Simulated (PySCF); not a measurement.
**C4H6 (triplet): fields and orbitals**

Aim: take C4H6 (triplet) and measure its response to a uniform field, analyse its density (charges, bond critical points, surface potential) and see where an electron leaves and enters.

Method: levels as typed in each script, gas phase, geometry from GFN2-xTB; program: PySCF 2.14.0.

## 1. The system as given

SMILES `[CH2]C=C[CH2]`, 10 atoms, charge 0, spin multiplicity 3.

Bond lengths: C1–C2 1.432 Å, C1–H5 1.073 Å, C1–H6 1.072 Å, C2–C3 1.362 Å, C2–H7 1.082 Å, C3–C4 1.432 Å, C3–H8 1.082 Å, C4–H9 1.072 Å, C4–H10 1.073 Å. Angles: C2–C1–H5 120.4°, C2–C1–H6 120.8°, H5–C1–H6 118.8°, C1–C2–C3 123.9°, C1–C2–H7 117.1°, C3–C2–H7 119.0°, C2–C3–C4 123.9°, C2–C3–H8 119.0°, C4–C3–H8 117.1°, C3–C4–H9 120.8°, C3–C4–H10 120.4°, H9–C4–H10 118.8°.

As a file:

```csv
atom,x (Å),y (Å),z (Å)
C1,-1.89519,0.09747,0.00000
C2,-0.55195,-0.39857,0.00000
C3,0.55195,0.39857,0.00000
C4,1.89519,-0.09747,0.00000
H5,-2.08396,1.15419,0.00000
H6,-2.72959,-0.57567,0.00000
H7,-0.42268,-1.47238,0.00000
H8,0.42268,1.47238,0.00000
H9,2.72959,0.57567,0.00000
H10,2.08396,-1.15419,0.00000
```

## 2. Response to an electric field (PBE0/6-311g**)

File input.py:

```python
import numpy as np
from pyscf import gto, scf, dft
from pyscf.scf import atom_ks, atom_hf
from scipy.linalg import block_diag

def solve(mol, dm0=None, hcore=None):
    mf = (dft.UKS if mol.spin else dft.RKS)(mol, xc='pbe0')
    mf.grids.level = 3
    mf = mf.density_fit(auxbasis='def2-universal-jkfit')
    mf.conv_tol, mf.max_cycle = 1e-8, 80
    if hcore is not None:
        mf.get_hcore = lambda *args: hcore
    mf.kernel(dm0)
    if not mf.converged:
        mf = mf.newton().run(mf.mo_coeff, mf.mo_occ, max_cycle=30)
    assert mf.converged, 'SCF not converged'
    return mf

mol = gto.M(atom='''
C     -1.89519     0.09747     0.00000
C     -0.55195    -0.39857     0.00000
C      0.55195     0.39857     0.00000
C      1.89519    -0.09747     0.00000
H     -2.08396     1.15419     0.00000
H     -2.72959    -0.57567     0.00000
H     -0.42268    -1.47238     0.00000
H      0.42268     1.47238     0.00000
H      2.72959     0.57567     0.00000
H      2.08396    -1.15419     0.00000
''', basis='6-311g**', charge=0, spin=2, verbose=4)
field = np.array([-0.0, -0.008, -0.0])  # atomic units
mol.set_common_orig(mol.atom_charges() @ mol.atom_coords() / mol.atom_charges().sum())
mf = solve(mol)
out = dict(dm0=mf.make_rdm1(), d0=mf.dip_moment(unit='AU'), e0=mf.e_tot)
for name, sign in (('p', 1), ('m', -1)):
    h = mf.get_hcore() + sign * np.einsum('x,xij->ij', field, mol.intor('int1e_r'))
    mi = solve(mol, mf.make_rdm1(), h)
    out.update({'dm' + name: mi.make_rdm1(), 'd' + name: mi.dip_moment(unit='AU'), 'e' + name: mi.e_tot})
# spherically averaged free atoms, for the promolecule
atm = atom_ks.get_atm_nrks(mol, xc='pbe0')
pro = block_diag(*[(atm[a[0]][2] * atm[a[0]][3]) @ atm[a[0]][2].T for a in mol._atom])
np.savez('result.npz', pro=pro, **out)
```

The run is started by

```console
$ OMP_NUM_THREADS=1 python input.py
```

## 4. Density, bond paths and surface potential (B3LYP/def2-svp)

File input.py:

```python
import numpy as np
from pyscf import gto, scf, dft
from pyscf.scf import atom_ks, atom_hf
from scipy.linalg import block_diag

def solve(mol, dm0=None, hcore=None):
    mf = (dft.UKS if mol.spin else dft.RKS)(mol, xc='b3lyp')
    mf.grids.level = 3
    mf = mf.density_fit(auxbasis='def2-universal-jkfit')
    mf.conv_tol, mf.max_cycle = 1e-8, 80
    if hcore is not None:
        mf.get_hcore = lambda *args: hcore
    mf.kernel(dm0)
    if not mf.converged:
        mf = mf.newton().run(mf.mo_coeff, mf.mo_occ, max_cycle=30)
    assert mf.converged, 'SCF not converged'
    return mf

mol = gto.M(atom='''
C     -1.89519     0.09747     0.00000
C     -0.55195    -0.39857     0.00000
C      0.55195     0.39857     0.00000
C      1.89519    -0.09747     0.00000
H     -2.08396     1.15419     0.00000
H     -2.72959    -0.57567     0.00000
H     -0.42268    -1.47238     0.00000
H      0.42268     1.47238     0.00000
H      2.72959     0.57567     0.00000
H      2.08396    -1.15419     0.00000
''', basis='def2-svp', charge=0, spin=2, verbose=4)
mf = solve(mol)
mf.analyze()
# spherically averaged free atoms, for the promolecule
atm = atom_ks.get_atm_nrks(mol, xc='b3lyp')
pro = block_diag(*[(atm[a[0]][2] * atm[a[0]][3]) @ atm[a[0]][2].T for a in mol._atom])
np.savez('result.npz', e=mf.e_tot, c=mf.mo_coeff, occ=mf.mo_occ, eps=mf.mo_energy, pro=pro, dip=mf.dip_moment(verbose=0), s2=mf.spin_square()[0])
```

## 6. Removing and adding an electron (wB97X/6-311+g**)

input.py, as its differences from that of step 4:

```diff
@@ -6,3 +6,3 @@
 def solve(mol, dm0=None, hcore=None):
-    mf = (dft.UKS if mol.spin else dft.RKS)(mol, xc='b3lyp')
+    mf = (dft.UKS if mol.spin else dft.RKS)(mol, xc='wb97x')
     mf.grids.level = 3
@@ -29,8 +29,17 @@
 H      2.08396    -1.15419     0.00000
-''', basis='def2-svp', charge=0, spin=2, verbose=4)
+''', basis='6-311+g**', charge=0, spin=2, verbose=4)
 mf = solve(mol)
-mf.analyze()
+out = dict(e0=mf.e_tot, dm0=mf.make_rdm1(), c=mf.mo_coeff, occ=mf.mo_occ, eps=mf.mo_energy)
+for name, dq, spin in [('cation', 1, 1), ('anion', -1, 1)]:
+    ion = mol.copy().set(charge=mol.charge + dq, spin=spin).build()
+    mi = solve(ion)
+    if spin and dq > 0 and mol.nao < 130:
+        c, _, stable, _ = mi.stability(return_status=True)
+        if not stable:
+            mi = solve(ion, mi.make_rdm1(c, mi.mo_occ))
+    print(name, 'vertical energy change / eV', (mi.e_tot - mf.e_tot) * 27.211386)
+    out.update({'e_' + name: mi.e_tot, 'dm_' + name: mi.make_rdm1(), 's2_' + name: mi.spin_square()[0], 'eps_' + name: mi.mo_energy, 'occ_' + name: mi.mo_occ})
 # spherically averaged free atoms, for the promolecule
-atm = atom_ks.get_atm_nrks(mol, xc='b3lyp')
+atm = atom_ks.get_atm_nrks(mol, xc='wb97x')
 pro = block_diag(*[(atm[a[0]][2] * atm[a[0]][3]) @ atm[a[0]][2].T for a in mol._atom])
-np.savez('result.npz', e=mf.e_tot, c=mf.mo_coeff, occ=mf.mo_occ, eps=mf.mo_energy, pro=pro, dip=mf.dip_moment(verbose=0), s2=mf.spin_square()[0])
+np.savez('result.npz', pro=pro, **out)
```

(Steps that only read results are left out.)

Q: Predict the outcome of this session. Wanted: polarisability along the field; dipole moment; HOMO, LUMO.

**Answer**, as computed:

| quantity | value |
| --- | --- |
| polarisability along the field (PBE0/6-311g**) | 40.6 bohr³ |
| dipole moment (B3LYP/def2-svp) | 0.00 D |
| HOMO, LUMO (B3LYP/def2-svp) | -3.86, -3.59 eV |

**Reading.** At B3LYP/def2-svp: The highest Hirshfeld charge is on H7 and H8 (+0.04 e), the lowest on C1 and C4 (−0.07 e). All values hold at the given geometry, in the gas phase.
